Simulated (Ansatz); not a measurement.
Wavefunction ladder for C₄H₁₀O₂, SMILES `CC(O)CCO`

```xyz
16

C    -0.901    1.887    0.239
C    -0.076    0.673    0.616
O    -0.654   -0.020    1.712
C     0.158   -0.253   -0.568
C     1.094   -1.404   -0.250
O     1.338   -2.235   -1.368
H    -1.061    2.524    1.110
H    -0.406    2.476   -0.537
H    -1.879    1.581   -0.149
H     0.897    1.008    0.995
H    -1.558   -0.248    1.474
H     0.570    0.317   -1.406
H    -0.813   -0.647   -0.903
H     2.071   -1.013    0.045
H     0.707   -1.979    0.599
H     0.514   -2.667   -1.608
```

The species carries charge 0 and has multiplicity 1. The geometry is a stationary point of PBE0-D4/def2-TZVP. It is a higher conformer; a search finds a lower one. Frozen core, restricted reference, the Gaussian-basis code of Ansatz. CBS rows extrapolate triple and quadruple zeta; past MP2 they add the triple-zeta difference.

```
     basis     HF (Eh)  MP2 corr.
  def2-SVP  -306.77698   -0.94519
def2-TZVPP  -307.13621   -1.18056
def2-QZVPP  -307.15081   -1.26403
```

Task: Estimate the CCSD correlation energy and the (T) correction in each basis where they were run (hartree).

Result: 
| basis | CCSD corr. | (T) |
| --- | --- | --- |
| def2-SVP | -1.00846 | -0.02672 |
| def2-TZVPP | -1.22779 | -0.04632 |
| CBS(def2) | -1.37309 | as TZ |
